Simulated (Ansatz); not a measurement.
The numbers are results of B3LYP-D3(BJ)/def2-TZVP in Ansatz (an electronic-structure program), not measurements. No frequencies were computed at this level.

Ansatz 0.2 input:
```yaml
crystal:
  periodic: [false, false, false]
  atoms:
    - { symbol: S, position_ang: [0.665635, -0.000003, -0.000002] }
    - { symbol: H, position_ang: [-0.665635, 0.000003, 0.000002] }
basis:
  gaussian: { orbitals: def2-tzvp }
hamiltonian:
  xc: b3lyp
  dispersion: d3bj
relax:
  max_steps: 150
magnetization:
  spin_polarized: true
  initial_magnetization: 1
```

Output:

```
Functional definition: B3LYP
315 factors; their error is unknown
mean field evaluation 1: about -10850.9200 eV, gradient 6.6e0 eV
mean field evaluation 2: about -10851.0779 eV, gradient 4.9e0 eV
mean field evaluation 4: about -10851.1752 eV, gradient 1.7e-1 eV
mean field evaluation 8: about -10851.1946 eV, gradient 1.7e-3 eV
mean field -10851.19458037 eV, -398.7740456249 hartree, gradient 2.3e-5 eV, S^2 0.753995; 0 other end points of the search recorded, 0 dependent functions left out
reference -10851.19473065 eV, -398.7740511473 hartree; 9, 8 occupied and 34, 35 virtual orbitals, 315 factors
relax step   1: F+E_penalty+E_count = -10851.21218667 eV  Δ(F+E_penalty+E_count) = +0.000e0 eV  max|allowed force component| = 4.266e-1 eV/Å  Δτ_max = 0.0000 Å  (25 SCF iters, accepted)
these checks for a lower state are left out or cut short: starts, cluster_reference, orbital_swaps, neighbouring_geometries, increment
315 factors; their error is unknown
mean field evaluation 16: about -10851.1778 eV, gradient 2.9e-1 eV
mean field -10851.19740091 eV, -398.7741492778 hartree, gradient 1.4e-5 eV, S^2 0.754000; 0 other end points of the search recorded, 0 dependent functions left out
reference -10851.19755139 eV, -398.7741548076 hartree; 9, 8 occupied and 34, 35 virtual orbitals, 315 factors
relax step   2: F+E_penalty+E_count = -10851.21500659 eV  Δ(F+E_penalty+E_count) = -2.820e-3 eV  max|allowed force component| = 1.709e-1 eV/Å  Δτ_max = 0.0047 Å  (30 SCF iters, accepted)
these checks for a lower state are left out or cut short: starts, cluster_reference, orbital_swaps, neighbouring_geometries, increment
315 factors; their error is unknown
mean field -10851.19796215 eV, -398.7741699030 hartree, gradient 1.3e-5 eV, S^2 0.754003; 0 other end points of the search recorded, 0 dependent functions left out
reference -10851.19811277 eV, -398.7741754380 hartree; 9, 8 occupied and 34, 35 virtual orbitals, 315 factors
relax step   3: F+E_penalty+E_count = -10851.21556745 eV  Δ(F+E_penalty+E_count) = -5.609e-4 eV  max|allowed force component| = 3.876e-3 eV/Å  Δτ_max = 0.0032 Å  (30 SCF iters, accepted)
315 factors; their error is unknown
mean field evaluation 32: about -10851.1786 eV, gradient 5.3e-2 eV
mean field -10851.19796215 eV, -398.7741699030 hartree, gradient 1.3e-5 eV, S^2 0.754003; 1 other end points of the search recorded, 0 dependent functions left out
reference -10851.19811277 eV, -398.7741754380 hartree; 9, 8 occupied and 34, 35 virtual orbitals, 315 factors
Total energy: -10851.21571806 eV, -398.7748224207 hartree
Atom 0 at     0.673597    -0.000003    -0.000002 Å, force     0.003876    -0.000000    -0.000000 eV/Å
Atom 1 at    -0.673597     0.000003     0.000002 Å, force    -0.003876     0.000000     0.000000 eV/Å
Dipole moment:    -0.179517     0.000001     0.000001 e Å
```

Cost: very roughly 2.5 core-seconds.
